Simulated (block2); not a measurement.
**PO2 (phosphorus dioxide) at DMRG/STO-6G, part 1 of 2**

What is the vertical ionisation energy of PO2 (phosphorus dioxide) at DMRG/STO-6G? Input form: a Python script.

Program for the calculation: block2 0.5.4.

4 further runs of the same task are left out: 2 that didn't finish, 2 set aside as unsound or not needed.

### 1 Starting point

The species is PO2 (3 atoms), meant as a doublet with charge 0. As SMILES, `[O]P=O`. The shape is that of a GFN2-xTB optimisation.

Bond lengths: O1–P2 1.464 Å, P2–O3 1.464 Å. Angles: O1–P2–O3 123.4°.

### 2 A single-point energy at DMRG/STO-6G

block2_dmrg.py reads:

```python
import numpy as np
from pyscf import cc, dft, gto, lo, mcscf, mp, scf
from pyblock2._pyscf.ao2mo import integrals as itg
from pyblock2.driver.core import DMRGDriver, SymmetryTypes

mol = gto.M(atom="""
O      0.62684105     2.31739004     0.60030930
P     -0.76333597     0.14556560    -0.40086760
O      0.13649492    -2.46295565    -0.19944170
""", basis="sto-6g", unit="bohr", charge=0, spin=1, verbose=3, max_memory=2000)
print("nao                     : %d" % (mol.nao))
mf = scf.ROHF(mol)
mf.conv_tol = 1e-10
mf.max_cycle = 200
mf.kernel()
if not mf.converged:
    mf = mf.newton().run(mf.mo_coeff, mf.mo_occ)
print(f"reference energy        : {mf.e_tot:.10f}")
ref = scf.UHF(mol).run(mf.make_rdm1(), conv_tol=1e-10)
pt = mp.MP2(ref, frozen=7).run()
mycc = cc.CCSD(ref, frozen=7)
mycc.max_cycle = 150
mycc.kernel()
print("E(MP2)                  : %.10f" % (pt.e_tot))
if mycc.converged:
    print(f"E(CCSD)                 : {mycc.e_tot:.10f}")
    print("E(CCSD(T))              : %.10f" % (mycc.e_tot + mycc.ccsd_t()))
ks = dft.UKS(mol, xc="tpss").set(conv_tol=1e-9, verbose=3).run(mf.make_rdm1())
if ks.converged:
    print("E(TPSS)                 : %.8f" % (ks.e_tot))
ks = dft.UKS(mol, xc="wb97x").set(conv_tol=1e-9, verbose=3).run(mf.make_rdm1())
if ks.converged:
    print(f"E(wB97X)                : {ks.e_tot:.8f}")
ks = dft.UKS(mol, xc="revpbe").set(conv_tol=1e-9, verbose=3).run(mf.make_rdm1())
if ks.converged:
    print("E(revPBE)               : %.8f" % (ks.e_tot))
ks = dft.UKS(mol, xc="hse06").set(conv_tol=1e-9, verbose=3).run(mf.make_rdm1())
if ks.converged:
    print(f"E(HSE06)                : {ks.e_tot:.8f}")
mo = mf.mo_coeff.copy()
for a, b in ((7, 15), (16, 19)):
    if b - a > 1:
        mo[:, a:b] = lo.Boys(mol, mo[:, a:b]).kernel()
mf.mo_coeff = mo
ncas, n_elec, spin, ecore, h1e, g2e, orb_sym = itg.get_rhf_integrals(mf, ncore=7, ncas=12, pg_symm=False, g2e_symm=1)
dmrg = DMRGDriver(scratch="./tmp", symm_type=SymmetryTypes.SU2, stack_mem=1500 << 20, n_threads=1)
idx = dmrg.orbital_reordering(h1e, g2e, method="fiedler")
print("orbital order:", idx.tolist())
h1e = h1e[np.ix_(idx, idx)]
g2e = g2e[np.ix_(idx, idx, idx, idx)]
orb_sym = np.array(orb_sym)[idx]
dmrg.initialize_system(n_sites=ncas, n_elec=n_elec, spin=spin, orb_sym=orb_sym)
mpo = dmrg.get_qc_mpo(h1e=h1e, g2e=g2e, ecore=ecore, iprint=0)
occs = np.array([1.7] * 8 + [1.0] * 1 + [0.3] * 3)[idx]
psi = dmrg.get_random_mps(tag="GS", bond_dim=50, nroots=1, occs=occs)
bond_dims = [50] * 2 + [100] * 4
noises = [0.0001] * 2 + [1e-05] * 4 + [0]
thrds = [1e-09] * 6
e = dmrg.dmrg(mpo, psi, n_sweeps=12, tol=1e-06, bond_dims=bond_dims, noises=noises, thrds=thrds, iprint=2)
ms, dws, es = dmrg.get_dmrg_results()
print("max discarded weight    : %.3e" % (dws[-1]))
print(f"final energy            : {e:.10f}")
csf, coef = dmrg.get_csf_coefficients(psi, cutoff=0.08, iprint=1)
print("leading coefficient squared: %.4f" % (np.max(np.abs(coef)) ** 2))
ci = mcscf.CASCI(mf, 12, (9, 8))
ci.fix_spin_(ss=0.75)
ci.fcisolver.conv_tol = 1e-10
ci.fcisolver.max_cycle = 200
ci.kernel()
print("FCI energy              : %.10f" % (ci.e_tot))
```

Run with:

```sh
$ python block2_dmrg.py
```

Output:

```text
nao                     : 19
converged SCF energy = -488.479577822225
reference energy        : -488.4795778222
converged SCF energy = -488.490949684203  <S^2> = 0.78939286  2S+1 = 2.0390124
E(UMP2) = -488.669675163815  E_corr = -0.178725479611922
E(SCS-UMP2) = -488.657837029503  E_corr = -0.166887345299986
E(UCCSD) = -488.6689444847643  E_corr = -0.1779948005616552
E(MP2)                  : -488.6696751638
E(CCSD)                 : -488.6689444848
UCCSD(T) correction = -0.0232623536034587
E(CCSD(T))              : -488.6922068384
converged SCF energy = -489.880931304786  <S^2> = 0.75214036  2S+1 = 2.0021392
E(TPSS)                 : -489.88093130
converged SCF energy = -489.756202784525  <S^2> = 0.75808118  2S+1 = 2.0080649
E(wB97X)                : -489.75620278
converged SCF energy = -489.72491336917  <S^2> = 0.7514807  2S+1 = 2.0014802
E(revPBE)               : -489.72491337
converged SCF energy = -489.559638508297  <S^2> = 0.75595821  2S+1 = 2.0059494
E(HSE06)                : -489.55963851
orbital order: [1, 7, 6, 10, 5, 9, 8, 3, 11, 4, 0, 2]
Environment initialization | Nsites =    12 | Center =     0
 INIT-R <-- Site =    9 ..  Bmem =   200 B Rmem =   112 B T = 0.00
 INIT-R <-- Site =    8 ..  Bmem = 3.21 KB Rmem = 1.79 KB T = 0.00
 INIT-R <-- Site =    7 ..  Bmem = 25.5 KB Rmem = 5.04 KB T = 0.00
 INIT-R <-- Site =    6 ..  Bmem = 75.2 KB Rmem = 61.7 KB T = 0.01
 INIT-R <-- Site =    5 ..  Bmem =  936 KB Rmem =  328 KB T = 0.02
 INIT-R <-- Site =    4 ..  Bmem = 4.50 MB Rmem =  732 KB T = 0.16
 INIT-R <-- Site =    3 ..  Bmem = 5.52 MB Rmem =  529 KB T = 0.07
 INIT-R <-- Site =    2 ..  Bmem = 3.90 MB Rmem =  410 KB T = 0.05
 INIT-R <-- Site =    1 ..  Bmem = 3.02 MB Rmem =  307 KB T = 0.04
 INIT-R <-- Site =    0 ..  Bmem = 2.34 MB Rmem =  214 KB T = 0.02
Time init sweep =        0.371 | MaxBmem = 5.52 MB | MaxRmem =  529 KB
 | Tread = 0.000 | Twrite = 0.013 | Tfpread = 0.000 | Tfpwrite = 0.008 | data = 2.53 MB | cpsd = 2.00 MB | Tasync = 0.000

Sweep =    0 | Direction =  forward | Bond dimension =   50 | Noise =  1.00e-04 | Dav threshold =  1.00e-09
 --> Site =    0-   1 .. Mmps =    4 Ndav =  23 E =   -487.4767430337 Error = 0.00e+00 FLOPS = 1.26e+08 Tdav = 0.00 T = 0.01
 --> Site =    1-   2 .. Mmps =    9 Ndav =  16 E =   -487.7528825826 Error = 0.00e+00 FLOPS = 3.88e+08 Tdav = 0.00 T = 0.02
 --> Site =    2-   3 .. Mmps =   34 Ndav =  15 E =   -487.8937495499 Error = 0.00e+00 FLOPS = 1.45e+09 Tdav = 0.02 T = 0.06
 --> Site =    3-   4 .. Mmps =   50 Ndav =  19 E =   -488.0602463055 Error = 9.01e-08 FLOPS = 1.96e+09 Tdav = 0.06 T = 0.13
 --> Site =    4-   5 .. Mmps =   50 Ndav =  19 E =   -488.4482146306 Error = 4.71e-05 FLOPS = 3.88e+09 Tdav = 0.19 T = 0.31
 --> Site =    5-   6 .. Mmps =   50 Ndav =  26 E =   -488.6220900955 Error = 4.72e-05 FLOPS = 3.47e+09 Tdav = 0.22 T = 0.40
 --> Site =    6-   7 .. Mmps =   50 Ndav =  21 E =   -488.6458945662 Error = 2.13e-05 FLOPS = 2.25e+09 Tdav = 0.07 T = 0.35
 --> Site =    7-   8 .. Mmps =   50 Ndav =  10 E =   -488.6474669591 Error = 2.02e-07 FLOPS = 9.88e+08 Tdav = 0.02 T = 0.09
 --> Site =    8-   9 .. Mmps =   50 Ndav =  13 E =   -488.6669913231 Error = 3.84e-08 FLOPS = 7.68e+08 Tdav = 0.01 T = 0.06
 --> Site =    9-  10 .. Mmps =   50 Ndav =  10 E =   -488.6693413887 Error = 1.17e-18 FLOPS = 5.57e+08 Tdav = 0.00 T = 0.03
 --> Site =   10-  11 .. Mmps =   19 Ndav =   8 E =   -488.6705346220 Error = 1.36e-20 FLOPS = 3.75e+08 Tdav = 0.00 T = 0.02
Time elapsed =      1.480 | E =    -488.6705346220 | DW = 4.72035e-05
Time sweep =        1.480 | 1.68 GFLOP/SWP
 | Dmem = 811 KB (9%) | Imem = 58.1 KB (96%) | Hmem = 10.0 MB | Wmem = 39.3 KB | Pmem = 298 KB
 | Tread = 0.011 | Twrite = 0.016 | Tfpread = 0.010 | Tfpwrite = 0.007 | Tmporead = 0.000
 | data = 2.17 MB | cpsd = 1.79 MB | Tasync = 0.000
 | Trot = 0.021 | Tctr = 0.001 | Tint = 0.001 | Tmid = 0.000 | Tdctr = 0.007 | Tdiag = 0.008 | Tinfo = 0.011
 | Teff = 0.773 | Tprt = 0.018 | Teig = 0.587 | Tblk = 1.427 | Tmve = 0.052 | Tdm = 0.003 | Tsplt = 0.006 | Tsvd = 0.000 | Torth = 0.000

Sweep =    1 | Direction = backward | Bond dimension =   50 | Noise =  1.00e-04 | Dav threshold =  1.00e-09
 <-- Site =   10-  11 .. Mmps =    3 Ndav =   1 E =   -488.6705346220 Error = 0.00e+00 FLOPS = 1.65e+08 Tdav = 0.00 T = 0.01
 <-- Site =    9-  10 .. Mmps =   10 Ndav =   8 E =   -488.6706724718 Error = 0.00e+00 FLOPS = 5.41e+08 Tdav = 0.00 T = 0.03
 <-- Site =    8-   9 .. Mmps =   31 Ndav =  12 E =   -488.6713690567 Error = 0.00e+00 FLOPS = 9.56e+08 Tdav = 0.01 T = 0.06
 <-- Site =    7-   8 .. Mmps =   50 Ndav =  13 E =   -488.6731516664 Error = 5.23e-06 FLOPS = 1.80e+09 Tdav = 0.03 T = 0.11
 <-- Site =    6-   7 .. Mmps =   50 Ndav =  15 E =   -488.6766798154 Error = 1.60e-04 FLOPS = 2.90e+09 Tdav = 0.08 T = 0.33
 <-- Site =    5-   6 .. Mmps =   50 Ndav =  16 E =   -488.6788194795 Error = 2.68e-04 FLOPS = 2.80e+09 Tdav = 0.16 T = 0.48
 <-- Site =    4-   5 .. Mmps =   50 Ndav =  14 E =   -488.6802163656 Error = 2.37e-04 FLOPS = 3.25e+09 Tdav = 0.11 T = 0.26
 <-- Site =    3-   4 .. Mmps =   50 Ndav =  13 E =   -488.6874614071 Error = 8.63e-05 FLOPS = 1.96e+09 Tdav = 0.05 T = 0.14
 <-- Site =    2-   3 .. Mmps =   50 Ndav =   7 E =   -488.6872467614 Error = 8.50e-07 FLOPS = 1.05e+09 Tdav = 0.01 T = 0.07
 <-- Site =    1-   2 .. Mmps =   50 Ndav =   9 E =   -488.6881721330 Error = 4.64e-08 FLOPS = 6.15e+08 Tdav = 0.01 T = 0.04
 <-- Site =    0-   1 .. Mmps =   31 Ndav =   1 E =   -488.6881721330 Error = 1.14e-20 FLOPS = 1.79e+08 Tdav = 0.00 T = 0.02
Time elapsed =      3.008 | E =    -488.6881721330 | DE = -1.76e-02 | DW = 2.68338e-04
Time sweep =        1.528 | 1.13 GFLOP/SWP
 | Dmem = 554 KB (10%) | Imem = 74.2 KB (97%) | Hmem = 10.6 MB | Wmem = 29.6 KB | Pmem = 254 KB
 | Tread = 0.005 | Twrite = 0.014 | Tfpread = 0.005 | Tfpwrite = 0.007 | Tmporead = 0.000
 | data = 2.03 MB | cpsd = 1.66 MB | Tasync = 0.000
 | Trot = 0.023 | Tctr = 0.001 | Tint = 0.001 | Tmid = 0.000 | Tdctr = 0.002 | Tdiag = 0.009 | Tinfo = 0.011
 | Teff = 0.905 | Tprt = 0.043 | Teig = 0.461 | Tblk = 1.475 | Tmve = 0.052 | Tdm = 0.002 | Tsplt = 0.006 | Tsvd = 0.000 | Torth = 0.000

Sweep =    2 | Direction =  forward | Bond dimension =  100 | Noise =  1.00e-05 | Dav threshold =  1.00e-09
 --> Site =    0-   1 .. Mmps =    4 Ndav =   1 E =   -488.6881721330 Error = 0.00e+00 FLOPS = 1.81e+08 Tdav = 0.00 T = 0.01
 --> Site =    1-   2 .. Mmps =   15 Ndav =   1 E =   -488.6881721330 Error = 0.00e+00 FLOPS = 4.12e+08 Tdav = 0.00 T = 0.03
 --> Site =    2-   3 .. Mmps =   55 Ndav =   9 E =   -488.6883125417 Error = 0.00e+00 FLOPS = 8.11e+08 Tdav = 0.02 T = 0.07
 --> Site =    3-   4 .. Mmps =  100 Ndav =  10 E =   -488.6885721692 Error = 1.57e-08 FLOPS = 2.17e+09 Tdav = 0.04 T = 0.13
 --> Site =    4-   5 .. Mmps =  100 Ndav =  14 E =   -488.6905175314 Error = 1.04e-05 FLOPS = 3.81e+09 Tdav = 0.19 T = 0.39
 --> Site =    5-   6 .. Mmps =  100 Ndav =  15 E =   -488.6917172913 Error = 2.50e-05 FLOPS = 4.72e+09 Tdav = 0.23 T = 0.60
 --> Site =    6-   7 .. Mmps =  100 Ndav =  13 E =   -488.6926652703 Error = 7.78e-06 FLOPS = 3.91e+09 Tdav = 0.16 T = 0.78
 --> Site =    7-   8 .. Mmps =  100 Ndav =  12 E =   -488.6931755013 Error = 1.28e-07 FLOPS = 3.10e+09 Tdav = 0.08 T = 0.20
 --> Site =    8-   9 .. Mmps =  100 Ndav =   7 E =   -488.6931945033 Error = 1.77e-09 FLOPS = 2.05e+09 Tdav = 0.02 T = 0.10
 --> Site =    9-  10 .. Mmps =   82 Ndav =   1 E =   -488.6931945033 Error = 2.99e-20 FLOPS = 1.01e+09 Tdav = 0.00 T = 0.04
 --> Site =   10-  11 .. Mmps =   17 Ndav =   1 E =   -488.6931945033 Error = 5.55e-21 FLOPS = 2.51e+08 Tdav = 0.00 T = 0.03
Time elapsed =      5.383 | E =    -488.6931945033 | DE = -5.02e-03 | DW = 2.49828e-05
Time sweep =        2.375 | 2.66 GFLOP/SWP
 | Dmem = 1.75 MB (5%) | Imem = 84.7 KB (97%) | Hmem = 25.5 MB | Wmem = 48.7 KB | Pmem = 452 KB
 | Tread = 0.022 | Twrite = 0.028 | Tfpread = 0.020 | Tfpwrite = 0.024 | Tmporead = 0.000
 | data = 7.38 MB | cpsd = 6.02 MB | Tasync = 0.000
 | Trot = 0.052 | Tctr = 0.002 | Tint = 0.001 | Tmid = 0.000 | Tdctr = 0.018 | Tdiag = 0.013 | Tinfo = 0.014
 | Teff = 1.397 | Tprt = 0.036 | Teig = 0.749 | Tblk = 2.275 | Tmve = 0.098 | Tdm = 0.004 | Tsplt = 0.014 | Tsvd = 0.000 | Torth = 0.000

Sweep =    3 | Direction = backward | Bond dimension =  100 | Noise =  1.00e-05 | Dav threshold =  1.00e-09
 <-- Site =   10-  11 .. Mmps =    3 Ndav =   1 E =   -488.6931945033 Error = 0.00e+00 FLOPS = 2.25e+08 Tdav = 0.00 T = 0.00
 <-- Site =    9-  10 .. Mmps =   10 Ndav =   1 E =   -488.6931945033 Error = 0.00e+00 FLOPS = 6.15e+08 Tdav = 0.00 T = 0.05
 <-- Site =    8-   9 .. Mmps =   35 Ndav =   1 E =   -488.6931945033 Error = 0.00e+00 FLOPS = 1.37e+09 Tdav = 0.00 T = 0.08
 <-- Site =    7-   8 .. Mmps =  100 Ndav =   4 E =   -488.6931946873 Error = 3.22e-09 FLOPS = 2.88e+09 Tdav = 0.03 T = 0.16
 <-- Site =    6-   7 .. Mmps =  100 Ndav =  11 E =   -488.6932579839 Error = 1.17e-05 FLOPS = 5.03e+09 Tdav = 0.20 T = 0.87
 <-- Site =    5-   6 .. Mmps =  100 Ndav =  14 E =   -488.6934737175 Error = 6.51e-05 FLOPS = 5.55e+09 Tdav = 0.40 T = 1.01
 <-- Site =    4-   5 .. Mmps =  100 Ndav =  13 E =   -488.6934771062 Error = 3.78e-05 FLOPS = 5.67e+09 Tdav = 0.28 T = 0.59
 <-- Site =    3-   4 .. Mmps =  100 Ndav =   9 E =   -488.6936120244 Error = 2.76e-06 FLOPS = 3.30e+09 Tdav = 0.09 T = 0.24
 <-- Site =    2-   3 .. Mmps =  100 Ndav =   4 E =   -488.6936046441 Error = 3.20e-08 FLOPS = 1.67e+09 Tdav = 0.02 T = 0.12
 <-- Site =    1-   2 .. Mmps =  100 Ndav =   1 E =   -488.6936046441 Error = 3.19e-11 FLOPS = 7.65e+08 Tdav = 0.00 T = 0.08
 <-- Site =    0-   1 .. Mmps =   32 Ndav =   1 E =   -488.6936046441 Error = 6.32e-21 FLOPS = 4.22e+08 Tdav = 0.00 T = 0.04
Time elapsed =      8.617 | E =    -488.6936120244 | DE = -4.18e-04 | DW = 6.50892e-05
Time sweep =        3.234 | 4.88 GFLOP/SWP
 | Dmem = 1.82 MB (8%) | Imem = 96.0 KB (97%) | Hmem = 40.6 MB | Wmem = 83.0 KB | Pmem = 832 KB
 | Tread = 0.017 | Twrite = 0.024 | Tfpread = 0.016 | Tfpwrite = 0.021 | Tmporead = 0.000
 | data = 7.29 MB | cpsd = 5.85 MB | Tasync = 0.000
 | Trot = 0.062 | Tctr = 0.000 | Tint = 0.001 | Tmid = 0.000 | Tdctr = 0.002 | Tdiag = 0.016 | Tinfo = 0.009
 | Teff = 1.886 | Tprt = 0.108 | Teig = 1.024 | Tblk = 3.132 | Tmve = 0.099 | Tdm = 0.005 | Tsplt = 0.016 | Tsvd = 0.000 | Torth = 0.000

Sweep =    4 | Direction =  forward | Bond dimension =  100 | Noise =  1.00e-05 | Dav threshold =  1.00e-09
 --> Site =    0-   1 .. Mmps =    4 Ndav =   1 E =   -488.6936046441 Error = 0.00e+00 FLOPS = 3.05e+08 Tdav = 0.00 T = 0.01
 --> Site =    1-   2 .. Mmps =   15 Ndav =   1 E =   -488.6936046441 Error = 0.00e+00 FLOPS = 6.49e+08 Tdav = 0.00 T = 0.06
 --> Site =    2-   3 .. Mmps =   56 Ndav =   1 E =   -488.6936046441 Error = 0.00e+00 FLOPS = 1.68e+09 Tdav = 0.00 T = 0.10
 --> Site =    3-   4 .. Mmps =  100 Ndav =   6 E =   -488.6936120815 Error = 2.05e-06 FLOPS = 3.67e+09 Tdav = 0.05 T = 0.23
 --> Site =    4-   5 .. Mmps =  100 Ndav =   9 E =   -488.6937218101 Error = 3.89e-05 FLOPS = 4.81e+09 Tdav = 0.22 T = 0.50
 --> Site =    5-   6 .. Mmps =  100 Ndav =  12 E =   -488.6938031598 Error = 7.15e-05 FLOPS = 5.81e+09 Tdav = 0.33 T = 1.07
 --> Site =    6-   7 .. Mmps =  100 Ndav =   8 E =   -488.6936684032 Error = 1.45e-05 FLOPS = 5.14e+09 Tdav = 0.14 T = 0.66
 --> Site =    7-   8 .. Mmps =  100 Ndav =   6 E =   -488.6936284214 Error = 1.92e-07 FLOPS = 3.29e+09 Tdav = 0.04 T = 0.21
 --> Site =    8-   9 .. Mmps =  100 Ndav =   3 E =   -488.6936280611 Error = 1.94e-09 FLOPS = 1.84e+09 Tdav = 0.01 T = 0.10
 --> Site =    9-  10 .. Mmps =   80 Ndav =   1 E =   -488.6936280611 Error = 2.81e-20 FLOPS = 7.28e+08 Tdav = 0.00 T = 0.06
 --> Site =   10-  11 .. Mmps =   16 Ndav =   1 E =   -488.6936280611 Error = 4.75e-21 FLOPS = 2.56e+08 Tdav = 0.00 T = 0.02
Time elapsed =     11.634 | E =    -488.6938031598 | DE = -1.91e-04 | DW = 7.14741e-05
Time sweep =        3.018 | 3.76 GFLOP/SWP
 | Dmem = 1.80 MB (8%) | Imem = 98.3 KB (97%) | Hmem = 41.0 MB | Wmem = 81.9 KB | Pmem = 823 KB
 | Tread = 0.032 | Twrite = 0.027 | Tfpread = 0.031 | Tfpwrite = 0.022 | Tmporead = 0.000
 | data = 7.28 MB | cpsd = 5.87 MB | Tasync = 0.000
 | Trot = 0.045 | Tctr = 0.002 | Tint = 0.001 | Tmid = 0.000 | Tdctr = 0.018 | Tdiag = 0.016 | Tinfo = 0.014
 | Teff = 1.980 | Tprt = 0.043 | Teig = 0.795 | Tblk = 2.923 | Tmve = 0.093 | Tdm = 0.004 | Tsplt = 0.014 | Tsvd = 0.000 | Torth = 0.000

Sweep =    5 | Direction = backward | Bond dimension =  100 | Noise =  1.00e-05 | Dav threshold =  1.00e-09
 <-- Site =   10-  11 .. Mmps =    3 Ndav =   1 E =   -488.6936280611 Error = 0.00e+00 FLOPS = 2.57e+08 Tdav = 0.00 T = 0.02
 <-- Site =    9-  10 .. Mmps =   10 Ndav =   1 E =   -488.6936280611 Error = 0.00e+00 FLOPS = 6.22e+08 Tdav = 0.00 T = 0.06
 <-- Site =    8-   9 .. Mmps =   35 Ndav =   1 E =   -488.6936280611 Error = 0.00e+00 FLOPS = 1.51e+09 Tdav = 0.00 T = 0.10
 <-- Site =    7-   8 .. Mmps =  100 Ndav =   4 E =   -488.6936284217 Error = 8.77e-09 FLOPS = 3.10e+09 Tdav = 0.03 T = 0.17
 <-- Site =    6-   7 .. Mmps =  100 Ndav =   7 E =   -488.6936748536 Error = 1.41e-05 FLOPS = 5.59e+09 Tdav = 0.12 T = 0.74
 <-- Site =    5-   6 .. Mmps =  100 Ndav =  11 E =   -488.6938154372 Error = 7.26e-05 FLOPS = 6.07e+09 Tdav = 0.29 T = 0.99
 <-- Site =    4-   5 .. Mmps =  100 Ndav =  11 E =   -488.6937376231 Error = 4.00e-05 FLOPS = 5.36e+09 Tdav = 0.24 T = 0.52
 <-- Site =    3-   4 .. Mmps =  100 Ndav =   7 E =   -488.6936368182 Error = 2.75e-06 FLOPS = 3.63e+09 Tdav = 0.06 T = 0.26
 <-- Site =    2-   3 .. Mmps =  100 Ndav =   4 E =   -488.6936294601 Error = 3.25e-08 FLOPS = 1.83e+09 Tdav = 0.02 T = 0.13
 <-- Site =    1-   2 .. Mmps =  100 Ndav =   1 E =   -488.6936294601 Error = 3.41e-11 FLOPS = 7.37e+08 Tdav = 0.00 T = 0.08
 <-- Site =    0-   1 .. Mmps =   29 Ndav =   1 E =   -488.6936294601 Error = 1.67e-20 FLOPS = 3.93e+08 Tdav = 0.00 T = 0.03
Time elapsed =     14.736 | E =    -488.6938154372 | DE = -1.23e-05 | DW = 7.25772e-05
Time sweep =        3.102 | 3.72 GFLOP/SWP
 | Dmem = 1.80 MB (8%) | Imem = 98.3 KB (97%) | Hmem = 40.6 MB | Wmem = 81.3 KB | Pmem = 816 KB
 | Tread = 0.020 | Twrite = 0.027 | Tfpread = 0.020 | Tfpwrite = 0.023 | Tmporead = 0.000
 | data = 7.24 MB | cpsd = 5.75 MB | Tasync = 0.000
 | Trot = 0.060 | Tctr = 0.001 | Tint = 0.001 | Tmid = 0.000 | Tdctr = 0.002 | Tdiag = 0.016 | Tinfo = 0.012
 | Teff = 2.028 | Tprt = 0.096 | Teig = 0.750 | Tblk = 2.995 | Tmve = 0.105 | Tdm = 0.004 | Tsplt = 0.014 | Tsvd = 0.000 | Torth = 0.000

Sweep =    6 | Direction =  forward | Bond dimension =  100 | Noise =  0.00e+00 | Dav threshold =  1.00e-07
 --> Site =    0-   1 .. Mmps =    4 Ndav =   1 E =   -488.6936294601 Error = 0.00e+00 FLOPS = 4.11e+08 Tdav = 0.00 T = 0.01
 --> Site =    1-   2 .. Mmps =   15 Ndav =   1 E =   -488.6936294601 Error = 0.00e+00 FLOPS = 7.05e+08 Tdav = 0.00 T = 0.06
 --> Site =    2-   3 .. Mmps =   56 Ndav =   1 E =   -488.6936294601 Error = 0.00e+00 FLOPS = 1.27e+09 Tdav = 0.01 T = 0.10
 --> Site =    3-   4 .. Mmps =  100 Ndav =   4 E =   -488.6936368137 Error = 2.00e-06 FLOPS = 3.11e+09 Tdav = 0.04 T = 0.20
 --> Site =    4-   5 .. Mmps =  100 Ndav =   5 E =   -488.6937381101 Error = 3.87e-05 FLOPS = 5.67e+09 Tdav = 0.10 T = 0.38
 --> Site =    5-   6 .. Mmps =  100 Ndav =   5 E =   -488.6938169274 Error = 7.14e-05 FLOPS = 6.54e+09 Tdav = 0.12 T = 0.57
 --> Site =    6-   7 .. Mmps =  100 Ndav =   5 E =   -488.6936761195 Error = 1.39e-05 FLOPS = 5.18e+09 Tdav = 0.09 T = 0.63
 --> Site =    7-   8 .. Mmps =  100 Ndav =   3 E =   -488.6936297076 Error = 5.80e-09 FLOPS = 2.73e+09 Tdav = 0.02 T = 0.14
 --> Site =    8-   9 .. Mmps =   59 Ndav =   1 E =   -488.6936296745 Error = 6.30e-20 FLOPS = 1.43e+09 Tdav = 0.00 T = 0.10
 --> Site =    9-  10 .. Mmps =   27 Ndav =   1 E =   -488.6936296745 Error = 2.96e-20 FLOPS = 5.04e+08 Tdav = 0.00 T = 0.04
 --> Site =   10-  11 .. Mmps =   10 Ndav =   1 E =   -488.6936296745 Error = 2.64e-21 FLOPS = 6.54e+07 Tdav = 0.00 T = 0.01
Time elapsed =     16.966 | E =    -488.6938169274 | DE = -1.49e-06 | DW = 7.13566e-05
Time sweep =        2.230 | 1.89 GFLOP/SWP
 | Dmem = 1.80 MB (8%) | Imem = 98.3 KB (97%) | Hmem = 40.6 MB | Wmem = 81.3 KB | Pmem = 0 B
 | Tread = 0.029 | Twrite = 0.022 | Tfpread = 0.028 | Tfpwrite = 0.016 | Tmporead = 0.000
 | data = 6.54 MB | cpsd = 5.21 MB | Tasync = 0.000
 | Trot = 0.046 | Tctr = 0.001 | Tint = 0.001 | Tmid = 0.000 | Tdctr = 0.018 | Tdiag = 0.017 | Tinfo = 0.017
 | Teff = 1.675 | Tprt = 0.000 | Teig = 0.388 | Tblk = 2.138 | Tmve = 0.090 | Tdm = 0.001 | Tsplt = 0.011 | Tsvd = 0.000 | Torth = 0.000

Sweep =    7 | Direction = backward | Bond dimension =  100 | Noise =  0.00e+00 | Dav threshold =  1.00e-07
 <-- Site =   10-  11 .. Mmps =    3 Ndav =   1 E =   -488.6936296745 Error = 0.00e+00 FLOPS = 6.96e+07 Tdav = 0.00 T = 0.01
 <-- Site =    9-  10 .. Mmps =   10 Ndav =   1 E =   -488.6936296745 Error = 0.00e+00 FLOPS = 3.59e+08 Tdav = 0.00 T = 0.03
 <-- Site =    8-   9 .. Mmps =   35 Ndav =   1 E =   -488.6936296745 Error = 0.00e+00 FLOPS = 1.23e+09 Tdav = 0.00 T = 0.10
 <-- Site =    7-   8 .. Mmps =  100 Ndav =   2 E =   -488.6936297172 Error = 3.31e-09 FLOPS = 3.00e+09 Tdav = 0.01 T = 0.13
 <-- Site =    6-   7 .. Mmps =  100 Ndav =   5 E =   -488.6936761694 Error = 1.39e-05 FLOPS = 4.76e+09 Tdav = 0.10 T = 0.81
 <-- Site =    5-   6 .. Mmps =  100 Ndav =   6 E =   -488.6938172079 Error = 7.15e-05 FLOPS = 6.09e+09 Tdav = 0.16 T = 0.73
 <-- Site =    4-   5 .. Mmps =  100 Ndav =   5 E =   -488.6937383157 Error = 3.87e-05 FLOPS = 5.81e+09 Tdav = 0.10 T = 0.35
 <-- Site =    3-   4 .. Mmps =  100 Ndav =   4 E =   -488.6936371129 Error = 2.01e-06 FLOPS = 3.65e+09 Tdav = 0.04 T = 0.21
 <-- Site =    2-   3 .. Mmps =   94 Ndav =   2 E =   -488.6936297689 Error = 9.98e-20 FLOPS = 1.43e+09 Tdav = 0.01 T = 0.11
 <-- Site =    1-   2 .. Mmps =   35 Ndav =   1 E =   -488.6936297689 Error = 5.97e-20 FLOPS = 7.11e+08 Tdav = 0.00 T = 0.06
 <-- Site =    0-   1 .. Mmps =   13 Ndav =   1 E =   -488.6936297689 Error = 5.76e-21 FLOPS = 1.03e+08 Tdav = 0.00 T = 0.02
Time elapsed =     19.528 | E =    -488.6938172079 | DE = -2.81e-07 | DW = 7.14666e-05
Time sweep =        2.562 | 2.03 GFLOP/SWP
 | Dmem = 1.80 MB (8%) | Imem = 98.3 KB (97%) | Hmem = 40.6 MB | Wmem = 81.3 KB | Pmem = 0 B
 | Tread = 0.015 | Twrite = 0.029 | Tfpread = 0.014 | Tfpwrite = 0.022 | Tmporead = 0.000
 | data = 6.80 MB | cpsd = 5.34 MB | Tasync = 0.000
 | Trot = 0.061 | Tctr = 0.001 | Tint = 0.001 | Tmid = 0.000 | Tdctr = 0.002 | Tdiag = 0.019 | Tinfo = 0.011
 | Teff = 1.943 | Tprt = 0.000 | Teig = 0.418 | Tblk = 2.454 | Tmve = 0.106 | Tdm = 0.001 | Tsplt = 0.013 | Tsvd = 0.000 | Torth = 0.000

max discarded weight    : 7.147e-05
final energy            : -488.6938172079
DTRIE T =      0.003
Number of CSF =          3 (cutoff =      0.08)
Sum of weights of included CSF =    0.828039471101718

CSF          0 222020-20222  =   -0.901773681907875
CSF          1 22+0--220222  =   -0.086153076394801
CSF          2 2+20--220222  =   -0.086147229483862
leading coefficient squared: 0.8132
CASCI E = -488.694137414960  E(CI) = -66.2844721796590  S^2 = 0.7500000
FCI energy              : -488.6941374150
```

Run time: 59 s. Hardware: 1 thread of Intel Xeon at 2.50GHz (Skylake/Cascade Lake), shared host; peak memory 0.33 GiB.

(Continued in part 2 of 2.)
